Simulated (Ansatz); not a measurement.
Diamond-structure Ge, treated with r²SCAN0 (Ansatz, a first-principles code, plane waves, PAW).

Run with plane-wave cutoff 520 eV, 8×8×8 k mesh, Fermi–Dirac smearing 0.01 eV, scalar-relativistic PAW data made under PBE.

The cell has the measured lattice: a = 5.658 Å, b = 5.658 Å, c = 5.658 Å, α = 90.00°, β = 90.00°, γ = 90.00°.

Task: What does this level give for the band gap, smallest direct gap on the k points sampled and width of the whole s-p valence band?

Result: 
- band gap: 1.49 eV (on the SCF k mesh) (indirect)
- smallest direct gap on the k points sampled: 1.56 eV
- width of the whole s-p valence band: 14.57 eV

Measured, for comparison: band gap 0.79 eV (measured zero-point renormalisation of 52 meV added back here; inputs from Miglio et al. (2020), arXiv:2011.12765).

Note: cell and atoms aren't relaxed at this level (pressure -0.9 GPa).

Spin–orbit coupling is not included.

Static lattice: no zero-point or thermal effects.
